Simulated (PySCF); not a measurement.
Isomers of C2H4N2, one GFN2-xTB conformer each. Single-point energies are computed at PBE0/pcSseg-1 (PySCF, gas phase, no added dispersion term), electronic only.

Question: Rank them by PBE0/pcSseg-1 energy, lowest first (kcal/mol).
A. `[CH2:1]=[N:2][N:3]=[CH2:4]` with C1–N2–N3–C4 102° (2,3-diazabutadiene)
B. `[N:1]#[C:2][CH2:3][NH2:4]` with C2–C3–N4–H -60° and 60°

Answer: B (0.0), A (37.6).

As drawn, the lower has a C≡N group and an N–H bond, which the higher lacks; the higher has a C=N bond and an N–N linkage, which the lower lacks. GFN2-xTB itself gives, in the same order: 0.0, 8.4. Both levels put the same isomer lowest.

Which frontier levels, dipoles and rotational constants go with these structures?

| SMILES | HOMO (eV, PBE0/pcSseg-1) | LUMO (eV) | dipole (D) | A, B, C (MHz) |
| --- | --- | --- | --- | --- |
| N#CCN | -7.85 | 0.43 | 2.54 | 29016, 4997, 4486 |
| C=NN=C | -7.09 | -0.42 | 1.56 | 47981, 5207, 5042 |
